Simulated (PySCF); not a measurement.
Species: C3H3 (doublet state).
Numbering: `[C:1]1=[CH:2][CH2:3]1` (hydrogens: H4 on C2; H5, H6 on C3)

A GFN2-xTB structure was refined with PBE0-D3(BJ)/def2-SVP geometry optimisation, gas phase (PySCF). Its GFN2-xTB values:

```
coordinate  GFN2-xTB
     C1=C2   1.283 Å
     C1–C3   1.482 Å
     C2–C3   1.579 Å
     C2–H4   1.060 Å
     C3–H5   1.083 Å
  C1–C2–C3     61.3°
  C1–C2–H4    158.3°
  C1–C3–C2     49.4°
  C1–C3–H5    120.2°
  C2–C1–C3     69.2°
  C2–C3–H5    118.5°
  C3–C2–H4    140.3°
  H5–C3–H6    114.5°
```

How do these coordinates change at the PBE0-D3(BJ)/def2-SVP level?

| coordinate | PBE0-D3(BJ)/def2-SVP (Å or °) | change |
| --- | --- | --- |
| C2–H4 | 1.084 | +0.024 |
| C3–H5 | 1.101 | +0.018 |
| C1–C3 | 1.480 | -0.002 |
| C1=C2 | 1.284 | +0.001 |
| C2–C3 | 1.580 | +0.001 |
| C1–C2–H4 | 159.1 | +0.8 |
| C3–C2–H4 | 139.7 | -0.6 |
| H5–C3–H6 | 114.0 | -0.5 |
| C1–C3–H5 | 120.6 | +0.4 |
| C2–C3–H5 | 118.7 | +0.2 |
| C1–C2–C3 | 61.2 | -0.1 |
| C2–C1–C3 | 69.3 | +0.1 |
| C1–C3–C2 | 49.5 | +0.1 |

The energy falls by 0.51 kcal/mol over 4 energy and gradient evaluations, the largest force component goes from 0.0144 to 2.7e-04 Eh/bohr, and the atoms move by 0.013 Å rms after alignment. The bond that changes most is C2–H4 (ends: carbon bonded to 2 C and H; hydrogen on carbon), which lengthens by 0.024 Å. Bonds longer at the end by more than 0.005 Å: 3 of 6; shorter: 0. Rotational constants go from 37829, 21710, 15180 to 37492, 21586, 15105 MHz.

The run used 57 basis functions and 30 SCF cycles in all. Time: 9.6 s. Hardware: x86-64 server, one thread, no GPU, on a shared host.

No frequency check. ⟨S²⟩ = 0.761 (exact for a doublet: 0.75).
